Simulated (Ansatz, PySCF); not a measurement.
This Ansatz (an electronic-structure program) input computes a CCSD(T)/cc-pVDZ energy:

Ansatz 0.2 input:
```yaml
crystal:
  periodic: [false, false, false]
  atoms:
    - {symbol: C, position_ang: [-0.00226556, 0.74468015, -0.37592749]}
    - {symbol: O, position_ang: [0.04576652, 0.09443684, 0.82068210]}
    - {symbol: C, position_ang: [0.04828699, -0.69904179, -0.41916867]}
    - {symbol: H, position_ang: [-0.78219807, 1.46229338, -0.61082909]}
    - {symbol: H, position_ang: [-0.84845617, -1.29597784, -0.55285518]}
    - {symbol: H, position_ang: [0.98839347, -1.19564042, -0.63119565]}
basis:
  gaussian:
    orbitals: cc-pVDZ
magnetization: {spin_polarized: true, initial_magnetization: 1}
correlation: {method: ccsd_t, electrons: outside_noble_gas}
```

Write an input for the same energy in PySCF and say what it gives.


```python
from pyscf import gto, scf, mp, cc as ccmod

mol = gto.M(
    atom='''
    C    -0.00226556    0.74468015   -0.37592749
    O     0.04576652    0.09443684    0.82068210
    C     0.04828699   -0.69904179   -0.41916867
    H    -0.78219807    1.46229338   -0.61082909
    H    -0.84845617   -1.29597784   -0.55285518
    H     0.98839347   -1.19564042   -0.63119565
    ''',
    basis='cc-pvdz',
    charge=0,
    spin=1,
    verbose=4,
)

mf = scf.UHF(mol)
mf.conv_tol = 1e-10
mf.max_cycle = 100
mf.kernel()
mo, _, stable, _ = mf.stability(return_status=True)
if not stable:
    mf.kernel(mf.make_rdm1(mo, mf.mo_occ))
mp2 = mp.MP2(mf, frozen=3).run()
cc = ccmod.CCSD(mf, frozen=3)
cc.max_cycle = 100
cc.kernel()
et = cc.ccsd_t()
print(f'E(CCSD(T)) = {cc.e_tot + et:.9f}')
```
It gives -152.71299 Eh, and Ansatz -152.71299 Eh, a difference of 0.00 mEh.

It need not be the lowest isomer of its formula.
